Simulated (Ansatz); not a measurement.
This geometry of CH₅AlS (8 atoms, charge 0, multiplicity 1) is a first-order saddle point.

Level of theory: RKS r2SCAN-D4/def2-SVP in Ansatz.

```xyz
8
Properties=species:S:1:pos:R:3
Al -0.618 -0.259 0.480
S 0.258 0.453 2.401
C 0.174 0.298 -1.209
H 1.275 0.220 -1.197
H -1.907 -1.187 0.537
H 1.070 -0.630 2.452
H -0.047 1.367 -1.387
H -0.205 -0.263 -2.078
```

**Question.** Which two structures does it join? (They come from a converged band through this point; their orientation in space is the band's.)

**Answer.** No bond is made or broken.

Initial state:

```xyz
8
Properties=species:S:1:pos:R:3
Al -0.747 -0.315 0.498
S 0.261 -0.479 2.440
C 0.192 0.301 -1.097
H 1.231 0.619 -0.913
H -2.277 -0.732 0.514
H 1.457 -0.044 1.982
H -0.339 1.149 -1.564
H 0.222 -0.498 -1.860
```

Final state:

```xyz
8
Properties=species:S:1:pos:R:3
Al -0.310 -0.374 0.433
S 0.762 0.402 2.186
C 0.147 0.356 -1.312
H 0.529 -0.432 -1.986
H -1.408 -1.495 0.679
H 0.110 -0.385 3.071
H 0.913 1.147 -1.260
H -0.741 0.782 -1.812
```

**Question.** How far does it lie above each of them?

**Answer.** 29.7 kJ/mol above the first and 30.8 kJ/mol above the second. This is the barrier of this one path; another mechanism may lie lower.

The run took 110 s on 2 threads of Intel(R) Xeon(R) Platinum 8259CL CPU @ 2.50GHz (Skylake/Cascade Lake), on a shared host, peak memory 0.17 GiB.
